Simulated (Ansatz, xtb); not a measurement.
# Relative energy of two isomers of BH4NSi

We compare X, `BN[SiH]`, a singlet, with Y, `B1N[SiH2]1`, a singlet. Both are isolated molecules in the gas phase, relaxed with r2SCAN-D4/def2-TZVP; the shapes shown needn't be the lowest conformers.

X (Å):

```yaml
atoms:
  - { symbol: B, position_ang: [-0.2099, 1.2563, -3.1289] }
  - { symbol: N, position_ang: [1.1672, 1.5524, -3.2962] }
  - { symbol: Si, position_ang: [2.1300, 2.3108, -2.0488] }
  - { symbol: H, position_ang: [-0.7218, 1.5423, -2.0868] }
  - { symbol: H, position_ang: [-0.8234, 0.7363, -4.0141] }
  - { symbol: H, position_ang: [1.5894, 1.3053, -4.1836] }
  - { symbol: H, position_ang: [3.4232, 2.3173, -2.8774] }
```

Y (Å):

```yaml
atoms:
  - { symbol: B, position_ang: [-0.1642, 1.4243, -2.7541] }
  - { symbol: N, position_ang: [0.5928, 1.5196, -3.9033] }
  - { symbol: Si, position_ang: [1.7437, 1.6835, -2.5827] }
  - { symbol: H, position_ang: [-1.3116, 1.2707, -2.4923] }
  - { symbol: H, position_ang: [0.4388, 1.4925, -4.9020] }
  - { symbol: H, position_ang: [2.7507, 0.5959, -2.4911] }
  - { symbol: H, position_ang: [2.4254, 3.0007, -2.5061] }
```

Quicker runs give these differences E(Y) − E(X): GFN2-xTB +0.265 eV; HF/STO-3G +0.941 eV (at GFN2-xTB geometries); r2SCAN-D4/def2-SVP −0.099 eV (at GFN2-xTB geometries).

Task: Which of the two would you expect CCSD(T)/def2-TZVPP electronic energies to favour?

Result: Structure X; the calculation gives E(Y) − E(X) = +0.164 eV.

Level by level:

```
              level             geometry  E(Y) − E(X) (eV)  departure from the last row (eV)  job, with rough time for the two
           GFN2-xTB             GFN2-xTB              +0.265                            +0.101              optimisation, 0.17 s
          HF/STO-3G             GFN2-xTB              +0.941                            +0.777              single point, 0.16 s
 r2SCAN-D4/def2-SVP             GFN2-xTB              −0.099                            −0.262               single point, 1.9 s
r2SCAN-D4/def2-TZVP  r2SCAN-D4/def2-TZVP              −0.121                            −0.285                optimisation, 28 s
      HF/def2-TZVPP  r2SCAN-D4/def2-TZVP              +0.408                            +0.244           part of the CCSD(T) run
     MP2/def2-TZVPP  r2SCAN-D4/def2-TZVP              +0.062                            −0.102           part of the CCSD(T) run
 CCSD(T)/def2-TZVPP  r2SCAN-D4/def2-TZVP              +0.164                                                  single point, 29 s
```

As drawn, Y has 1 B–Si, 1 Si–H in place of 1 B–H. Structure X has no ring, Y a 3-membered ring.

r2SCAN-D4/def2-SVP, r2SCAN-D4/def2-TZVP put the two in the other order. The largest departure from CCSD(T)/def2-TZVPP is that of HF/STO-3G, 0.777 eV.

With harmonic frequencies from r2SCAN-D4/def2-TZVP (ideal gas, rigid rotor, one conformer each, 298.15 K, 1 atm): on the last row, ΔE + ΔZPE = +0.142, ΔH = +0.128, ΔG = +0.161 eV.

The correlated steps freeze 7 core orbitals. Programs: Ansatz 0.2.0, xtb 6.7.1; the last row on 2 threads of Arm Neoverse V1 on a shared host.
